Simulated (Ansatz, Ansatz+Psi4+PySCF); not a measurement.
```yaml
atoms:
  - { symbol: F, position_ang: [0.0000, 0.0000, -1.1098] }
  - { symbol: Cl, position_ang: [0.0000, 0.0000, 0.5993] }
```

Basis set: cc-pVTZ on F; cc-pV(T+d)Z on Cl (spherical functions). Left uncorrelated: 6 orbitals. Charge 0, multiplicity 1.

Computed with Ansatz (development build ahead of 0.2.0); each method stands on the lowest determinant of its kind that the runs found. Restricted open shells among the atoms or ions are ROHF, correlated in semicanonical orbitals with singles.

The atomization energy at this shape (free ground-state atoms in the same class of orbitals less the molecule, no zero-point energy) of singlet ClF:

| method | atomization energy |
| --- | --- |
| RHF-MP2 | 59.24 kcal/mol |
| RHF | 8.97 kcal/mol |

Problem. What does RHF-CCSD(T) give?

Solution. 54.61 kcal/mol.
